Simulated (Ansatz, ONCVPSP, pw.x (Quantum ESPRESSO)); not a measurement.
# pw.x on fcc W: one setting changed

Potential: optimised norm-conserving Vanderbilt (ONCV), ONCVPSP 4.0.1.1 (patched build), LDA (Perdew-Wang 92); core [Kr] 4d10 4f14 5s2, reference 5p6 5d4 6s2; waves: 6s: rc 2.70 bohr, ncon 4, nbas 7, qcut 2.1 1/bohr, 2 projectors, debl 0.9 Ha; 5p: rc 2.62 bohr, ncon 3, nbas 6, qcut 5.8 1/bohr, 3 projectors, debl 2.9 Ha; 5d: rc 1.70 bohr, ncon 3, nbas 7, qcut 6.2 1/bohr, 2 projectors, debl 1.9 Ha; local part: polynomial inside 1.65 bohr (lpopt 5, dvloc0 6 Ha); core correction: Teter function fitted to the true core (icmod 2), fcfact 0.75. In the p channel the program set the typed energies aside and used -1.594, 0.050, 2.950 Ha.

The reference run (k-mesh 14³, cutoffs 50/200 Ry, Fermi–Dirac 0.01 Ry, mixing_beta 0.4, conv_thr 1e-9, no spin) gives -1.75 GPa at 15.687 Å³/atom, where all-electron LAPW gives 0.24 GPa. This run, with its own iteration cap, changes degauss to 0.005.

```
&control
  calculation='scf', prefix='x', pseudo_dir='./', outdir='./tmp', tstress=.true., disk_io='none'
/
&system
  ibrav=0, nat=1, ntyp=1, ecutwfc=50, ecutrho=200, nbnd=14,
  occupations='smearing', smearing='fd', degauss=0.005
/
&electrons
  conv_thr=1e-09, mixing_beta=0.4, electron_maxstep=50
/
ATOMIC_SPECIES
W 1.0 W.UPF
CELL_PARAMETERS angstrom
  0.00000000 1.98687235 1.98687235
  1.98687235 0.00000000 1.98687235
  1.98687235 1.98687235 0.00000000
ATOMIC_POSITIONS crystal
W 0.0000 0.0000 0.0000
K_POINTS automatic
14 14 14 0 0 0
```

```bash
pw.x < W.scf.in > W.scf.out
```

Problem. How does the run end?

Solution. It converges in 6 iterations; the free energy moves by +26.2 meV/atom and the pressure by -0.25 GPa. In a metal, with Fermi–Dirac smearing, F lies below its zero-width value by a term in the square of the width.

```
Message from routine setup:
     using ibrav=0 with symmetry is DISCOURAGED, use correct ibrav instead
     lattice parameter (alat)  =       5.3099  a.u.
     unit-cell volume          =     105.8611 (a.u.)^3
     number of electrons       =        12.00
     number of Kohn-Sham states=           14
     kinetic-energy cutoff     =      50.0000  Ry
     charge density cutoff     =     200.0000  Ry
     scf convergence threshold =      1.0E-09
     Exchange-correlation= SLA  PW   NOGX NOGC
     number of k points=   104  Fermi-Dirac smearing, width (Ry)=  0.0050
     iteration #  1     ecut=    50.00 Ry     beta= 0.40
     total energy              =    -111.60469823 Ry
     estimated scf accuracy    <       0.03065247 Ry
     iteration #  2     ecut=    50.00 Ry     beta= 0.40
     total energy              =    -111.60438007 Ry
     estimated scf accuracy    <       0.00492200 Ry
     iteration #  3     ecut=    50.00 Ry     beta= 0.40
     total energy              =    -111.60487761 Ry
     estimated scf accuracy    <       0.00023924 Ry
     iteration #  4     ecut=    50.00 Ry     beta= 0.40
     total energy              =    -111.60489402 Ry
     estimated scf accuracy    <       0.00000341 Ry
     iteration #  5     ecut=    50.00 Ry     beta= 0.40
     total energy              =    -111.60489504 Ry
     estimated scf accuracy    <       0.00000012 Ry
     iteration #  6     ecut=    50.00 Ry     beta= 0.40
     the Fermi energy is    20.6154 ev
!    total energy              =    -111.60489505 Ry
     estimated scf accuracy    <          6.7E-10 Ry
     smearing contrib. (-TS)   =      -0.00131729 Ry
     The total energy is F=E-TS. E is the sum of the following terms:
     one-electron contribution =       1.65167304 Ry
     hartree contribution      =       8.55903519 Ry
     xc contribution           =     -33.89382855 Ry
     ewald contribution        =     -87.92045745 Ry
     convergence has been achieved in   6 iterations
          total   stress  (Ry/bohr**3)                   (kbar)     P=      -20.02
     Message from routine punch:
     Nothing written, as per user request (disk_io='none')
```

The run took about 15 s on one core of a shared host (Neoverse-N1, 64 threads, 124 GiB, load 57).
